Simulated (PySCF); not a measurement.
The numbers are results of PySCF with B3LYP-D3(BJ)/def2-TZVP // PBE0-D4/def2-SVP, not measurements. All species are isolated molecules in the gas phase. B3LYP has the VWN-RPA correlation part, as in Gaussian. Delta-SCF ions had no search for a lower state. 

Reference species (SMILES): `N` (neutral, multiplicity 1).

```yaml
HOMO–LUMO gap: 8.03 eV
dipole_moment: 1.78 D
vertical ionisation energy (Delta-SCF): 11.03 eV
```

Changed species: `COC` (free base O(CH3)2; the reference has free base NH3).

### Question
What does the change do to the HOMO–LUMO gap, dipole moment and vertical ionisation energy (Delta-SCF)?

### Answer
the HOMO–LUMO gap rises by 0.20 eV, to 8.23 eV; the dipole moment drops by 0.62 D, to 1.16 D; the vertical ionisation energy (Delta-SCF) drops by 1.07 eV, to 9.96 eV.
